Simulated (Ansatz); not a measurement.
# BNH2 (triplet): wave-function methods side by side, cc-pVDZ

How much of the correlation energy of BNH2 (triplet) does each wave-function method recover here?

The runs use Ansatz 0.2.0, Gaussian basis; cc-pVDZ, core rule «outside noble gas», up to 2 orbitals frozen.

The runs, in order: UHF; CCSD(T) on ROHF; CCSD(T) on UHF; BCCD(T) on ROHF; CISD as a restricted active space (open shells left free, so some higher excitations enter); CCSDT(Q) on ROHF; CCSDT(Q) on UHF; CASSCF and MRCISD+Q, 10 electrons in 10 orbitals; CASSCF and MRCISD+Q(relaxed), 10 electrons in 10 orbitals; CASSCF and NEVPT2, 10 electrons in 10 orbitals.

24 further runs of the same task are left out: 3 for a known fault of the program, 11 that didn't finish, 10 set aside as unsound or not needed. Runs told in other sessions of the task aren't counted.

## 1. The system

The geometry is a PBE0/def2-TZVP stationary point (not a proven minimum).

4 atoms, charge 0, spin multiplicity 3.

Atoms are counted from 1 here; the program's logs count them from 0.

Bond lengths: B1–N2 1.367 Å, N2–H3 1.012 Å, N2–H4 1.012 Å. Angles: B1–N2–H3 123.8°, B1–N2–H4 123.8°, H3–N2–H4 112.4°.

## 2. UHF

Contents of in.yaml:

```yaml
crystal:
  periodic: [false, false, false]
  atoms:
    - {symbol: B, position_ang: [0.000000, 0.000000, 0.858848]}
    - {symbol: N, position_ang: [0.000000, 0.000000, -0.508608]}
    - {symbol: H, position_ang: [0.000000, -0.840950, -1.072031]}
    - {symbol: H, position_ang: [0.000000, 0.840950, -1.072031]}
basis:
  gaussian: {orbitals: cc-pVDZ}
magnetization: {spin_polarized: true, initial_magnetization: 2}
hamiltonian: {xc: hf}
output: {orbitals: {seedname: orbitals}}
```

On the command line:

```console
ansatz run in.yaml --threads 1 --pin off --events-out ev --progress --plain --max-ram 2393MiB
```

Further steps of the session: CCSD(T) on ROHF; CCSD(T) on UHF; BCCD(T) on ROHF; CISD as a restricted active space (open shells left free, so some higher excitations enter); CCSDT(Q) on ROHF; CCSDT(Q) on UHF; CASSCF and MRCISD+Q, 10 electrons in 10 orbitals; CASSCF and MRCISD+Q(relaxed), 10 electrons in 10 orbitals; CASSCF and NEVPT2, 10 electrons in 10 orbitals.

**Question.** What will the summary of the whole plan be? Wanted: UCCSDT(Q) from the RHF energy; RMP2 from UCCSDT(Q); UMP2 from UCCSDT(Q); RCCSD from UCCSDT(Q); RCCSD(T) from UCCSDT(Q); UCCSD(T) from UCCSDT(Q); RCCSDT(Q) from UCCSDT(Q); NEVPT2 valence from UCCSDT(Q); MRCISD+Q valence from UCCSDT(Q).

As calculated:

```
                                quantity                                                                                                value
           UCCSDT(Q) from the ROHF energy                                                                                           -6.5249 eV
                     RMP2 from UCCSDT(Q)                                                                                           +728.2 meV
                     UMP2 from UCCSDT(Q)                                                                                           +704.6 meV
                    RCCSD from UCCSDT(Q)                                                                                           +205.1 meV
                 RCCSD(T) from UCCSDT(Q)                                                                                            +31.9 meV
                 UCCSD(T) from UCCSDT(Q)                                                                                            +31.8 meV
                RCCSDT(Q) from UCCSDT(Q)                                                                                             +1.3 meV
           NEVPT2 valence from UCCSDT(Q)                                                                                           +832.3 meV
         MRCISD+Q valence from UCCSDT(Q)                                                                                            +36.9 meV
MRCISD+Q(relaxed) valence from UCCSDT(Q)                                                                                             +7.5 meV
       levels within 1 kcal/mol (43 meV)  RCCSD(T), UCCSD(T), BCCD(T), RCCSDT, UCCSDT, RCCSDT(Q), MRCISD+Q valence, MRCISD+Q(relaxed) valence
                           T1 diagnostic                                                                                                0.024
          effectively unpaired electrons                                                                                                 2.02
```

**Reading.** RCCSD(T) misses by +31.9 meV, 0.5 % of the correlation energy. One determinant dominates. Of the multireference levels listed MRCISD+Q(relaxed) valence comes nearest in total energy (+7.5 meV), which doesn't show that its space is the better one. These misses are within one basis, not against nature; the frozen cores of restricted and unrestricted runs differ, which can shift their rows.

With open shells the CI space here admits some higher excitations, so it is larger than plain CISD.
